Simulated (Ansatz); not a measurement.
The input, for Ansatz 0.2.0:

```yaml
crystal:
  periodic: [false, false, false]
  atoms:
    - {symbol: Al, position_ang: [0.000000, 0.000000, 0.000000]}
    - {symbol: O, position_ang: [0.000000, 0.000000, 1.620001]}
basis:
  gaussian: {orbitals: cc-pVDZ}
magnetization: {spin_polarized: true, initial_magnetization: 1}
correlation: {method: ccsdtq, electrons: outside_noble_gas}
```

```sh
$ ansatz run in.yaml --threads 5 --pin off --events-out ev --progress --plain --max-ram 90624MiB --backend cuda --devices 0, --max-vram 75GiB
```

Output:

```
542 factors; integrals over basis functions are off by at most 1.1e-7 eV
mean field evaluation 1: about -8612.2796 eV, gradient 3.5e1 eV
mean field evaluation 2: about -8612.3076 eV, gradient 3.5e1 eV
mean field evaluation 4: about -8618.3690 eV, gradient 2.9e0 eV
mean field evaluation 8: about -8618.6039 eV, gradient 8.3e-1 eV
mean field evaluation 16: about -8618.7996 eV, gradient 1.3e-4 eV
mean field evaluation 32: about -8619.0580 eV, gradient 1.1e-2 eV
mean field evaluation 64: about -8617.9959 eV, gradient 4.2e0 eV
mean field evaluation 96: about -8618.7993 eV, gradient 5.4e-2 eV
mean field evaluation 128: about -8619.0107 eV, gradient 1.5e-6 eV
mean field evaluation 160: about -8615.8150 eV, gradient 2.4e0 eV
...
cycle  20  -6.84902305 eV  change    1.4e-5 eV  update   7.7e-5
cycle  21  -6.84901597 eV  change    7.1e-6 eV  update   2.1e-5
cycle  22  -6.84902637 eV  change   -1.0e-5 eV  update   1.1e-5
cycle  23  -6.84903697 eV  change   -1.1e-5 eV  update   1.3e-5
cycle  24  -6.84904464 eV  change   -7.7e-6 eV  update   5.4e-6
cycle  25  -6.84904756 eV  change   -2.9e-6 eV  update   2.7e-6
cycle  26  -6.84904879 eV  change   -1.2e-6 eV  update   2.4e-6
cycle  27  -6.84904986 eV  change   -1.1e-6 eV  update   1.2e-6
cycle  28  -6.84905006 eV  change   -2.0e-7 eV  update   3.3e-7
cycle  29  -6.84905025 eV  change   -1.9e-7 eV  update   2.7e-7
Total energy: -8625.64868139 eV, -316.9867423664 hartree
```

For the same geometry and basis full CI lies 1.1 meV higher.

Ran on 5 threads of AMD EPYC 7R13 with a whole H100 80 GB, shared host: 16 s wall, 0.9 GiB peak host memory.
